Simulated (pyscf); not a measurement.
## Four-centre exchange: F–GeH: [singlet] + NH₃ -> H₂N–Ge:–F [singlet] + H₂

Gas phase, singlet surface, charge 0. Bonds broken: Ge1–H3, N4–H5. Bonds formed: Ge1–N4, H3–H5. Single points on ωB97X-D3(BJ)/def2-SVP structures (PySCF, gas phase).

Transition state (Å):

```xyz
7

Ge    -0.0969     0.9867    -0.3403
F      1.1304     0.6389     0.8814
H      0.4134    -0.5054    -1.4400
N     -1.1875    -0.6057     0.2076
H     -0.3155    -0.8565    -0.8747
H     -0.8471    -1.0524     1.0588
H     -2.2039    -0.5502     0.2124
```

One imaginary mode, 1466i cm⁻¹; descent along it reached the two sides named, in the forms told below.

```csv
bond,change,reactant side (Å),saddle,product side
Ge1–H3,breaks,1.607,1.923,4.3
N4–H5,breaks,1.020,1.412,2.7
Ge1–N4,forms,2.196,2.006,1.812
H3–H5,forms,2.7,0.987,0.763
```

Electronic energies relative to the separated reactants (kcal/mol):

| level | barrier | reaction energy | reverse barrier |
|---|---|---|---|
| ωB97X-D3(BJ)/def2-TZVP | 10.6 | -20.6 | 31.2 |
| PBE/def2-TZVP | 6.2 | -20.0 | 26.2 |
| r²SCAN/def2-TZVP | 6.1 | -22.1 | 28.2 |
| B3LYP-D3(BJ)/def2-TZVP | 10.6 | -20.1 | 30.7 |
| PBE0-D3(BJ)/def2-TZVP | 7.8 | -19.4 | 27.2 |
| M06-2X/def2-TZVP | 9.5 | -22.9 | 32.5 |
| ωB97M-D3(BJ)/def2-TZVP | 12.1 | -19.0 | 31.1 |
| HF/def2-TZVP | 28.2 | -14.8 | 43.0 |

With ωB97M-D3(BJ)/def2-TZVP energies and thermal terms (ideal gas, 1 atm, RRHO with modes under 100 cm⁻¹ raised to 100, one conformer, R ln 2 for chiral ones without a mode under 150 cm⁻¹), in kcal/mol:

| T (K) | ΔH‡ | ΔG‡ | ΔH | ΔG |
|---|---|---|---|---|
| 298 | 10.3 | 20.5 | -21.5 | -19.4 |
| 600 | 10.6 | 30.9 | -20.2 | -17.7 |
| 900 | 11.4 | 40.9 | -19.2 | -16.8 |
| 1200 | 12.3 | 50.5 | -18.4 | -16.1 |

On the reactant side the descent ends in an adduct with a Ge–N contact, 25.1 kcal/mol under the separated species and 35.7 kcal/mol under the saddle at ωB97X-D3(BJ)/def2-TZVP. What is counted as formed (Ge–N) is already present as a longer contact in the reactant adduct; forming that adduct is a step of its own. At the saddle there is also a short Ge–H contact that neither side keeps. One saddle was located; it need not be the lowest between these sides. Elements up to Kr have no core potential and no relativistic terms here.
